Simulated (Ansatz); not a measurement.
**SiH− (singlet): wave-function methods side by side at distance Si1–H2 = 1.250 Å, aug-cc-pVDZ**

An exercise on one series of results from a longer session: the logs are not shown, and one member is left open.

The runs use Ansatz 0.2.0, Gaussian basis; aug-cc-pVDZ, core rule «outside noble gas», up to 5 orbitals frozen.

To be run: UHF; CCSD(T) on RHF; CCSD(T) on UHF; BCCD(T) on RHF; CISD; CCSDT(Q) on RHF; CCSDT(Q) on UHF; CASSCF and MRCISD+Q, 2 electrons in 2 orbitals; CASSCF and NEVPT2, 2 electrons in 2 orbitals; CASSCF and MRCISD+Q, 6 electrons in 5 orbitals; CASSCF and NEVPT4(SD), 6 electrons in 5 orbitals; CASSCF and NEVPT2, 6 electrons in 5 orbitals; Full CI.

27 further runs of the same task are left out: 8 for a known fault of the program, 13 that didn't finish, 6 set aside as unsound or not needed. Runs told in other sessions of the task aren't counted.

### What is computed

The geometry derives from a PBE0/def2-TZVPD stationary point (not a proven minimum). One bond is set to the value named and the two fragments are kept rigid.

2 atoms, charge -1, spin multiplicity 1.

Atoms are counted from 1 here; the program's logs count them from 0.

Bond lengths: Si1–H2 1.250 Å.

Set-up of the first run:

The input, in.yaml:

```yaml
crystal:
  periodic: [false, false, false]
  atoms:
    - {symbol: Si, position_ang: [0.000000, 0.000000, 0.000000]}
    - {symbol: H, position_ang: [0.000000, 0.000000, 1.250000]}
basis:
  gaussian: {orbitals: aug-cc-pVDZ}
total_charge: -1
magnetization: {spin_polarized: true, initial_magnetization: 0}
hamiltonian: {xc: hf}
output: {orbitals: {seedname: orbitals}}
```

Started as:

```console
> ansatz run in.yaml --threads 1 --pin off --events-out ev --progress --plain --max-ram 2393MiB
```

Steps of the session up to this table: UHF; CCSD(T) on RHF; CCSD(T) on UHF; BCCD(T) on RHF; CISD; CCSDT(Q) on RHF; CCSDT(Q) on UHF; CASSCF and MRCISD+Q, 2 electrons in 2 orbitals; CASSCF and NEVPT2, 2 electrons in 2 orbitals; CASSCF and MRCISD+Q, 6 electrons in 5 orbitals; CASSCF and NEVPT4(SD), 6 electrons in 5 orbitals; CASSCF and NEVPT2, 6 electrons in 5 orbitals; Full CI.

One of the session's tables, all rows but one given; the rest of the session is left out.

It belongs to the step «Misses and costs». 

| method | from FCI (meV) |
| --- | --- |
| RHF | +3609.7 |
| RMP2 | +1032.9 |
| CISD | ? |
| RCCSD | +291.1 |
| RCCSD(T) | +161.7 |
| BCCD(T) | +163.1 |
| RCCSDT | +30.8 |
| RCCSDT(Q) | -8.1 |
| FCI | 0 |

Estimate the missing values for CISD.

As computed: from FCI (meV): +491.3. In the column «from FCI (meV)» it lies between RCCSD (+291.1) and RMP2 (+1032.9).

Left out of the table: CASSCF pair, NEVPT2 pair, MRCISD pair, MRCISD+Q pair, CASSCF valence, NEVPT2 valence, NEVPT4(SD) valence, MRCISD valence, MRCISD+Q valence (the active space lost an orbital or holds another state than full CI finds).

Caveats from the session: The report flags that the cluster equations may have other roots. Left out of the table: UHF, UMP2, UCCSD, UCCSD(T), UCCSDT, UCCSDT(Q) (another determinant or state than the rows shown). The program flags RCCSDT(Q) as in doubt, so those rows may rest on another solution. RCCSDT(Q) falls below full CI, which methods that aren't variational can do. Warnings in the runs' records: passed over end.
